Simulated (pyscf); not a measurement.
HO–SiH(OH)–OH (SMILES O[SiH](O)O) + H₂ (SMILES [H][H]) -> HO–SiH(OH)–OH (SMILES O[SiH](O)O) + H₂ (SMILES [H][H]) (four-centre exchange; singlet surface; H–Si, H–H broken, H–Si, H–H formed). Optimised with ωB97X-D3(BJ)/def2-SVP in PySCF. Energies in kcal/mol from the separated reactants.

| level | barrier | reaction energy |
|---|---|---|
| ωB97X-D3(BJ)/def2-TZVP | … | 0.0 |
| PBE/def2-TZVP | … | 0.0 |
| r²SCAN/def2-TZVP | 57.3 | 0.0 |
| PBE0-D3(BJ)/def2-TZVP | 57.7 | 0.0 |
| ωB97M-D3(BJ)/def2-TZVP | 62.3 | 0.0 |
| HF/def2-TZVP | 80.0 | 0.0 |

Complete the blanks.


- ωB97X-D3(BJ)/def2-TZVP, barrier: 63.1
- PBE/def2-TZVP, barrier: 55.1

The functionals in the table span 8.0 kcal/mol in this barrier, from PBE to ωB97X-D3(BJ)/def2-TZVP. At the saddle there is also a short H–Si contact that neither side keeps. The same reactants have a lower exit, to HO–SiH₂–OH + H₂O (barrier +53.2 kcal/mol at ωB97M-D3(BJ)/def2-TZVP, against +62.3 kcal/mol here). One saddle was located; it need not be the lowest between these sides.
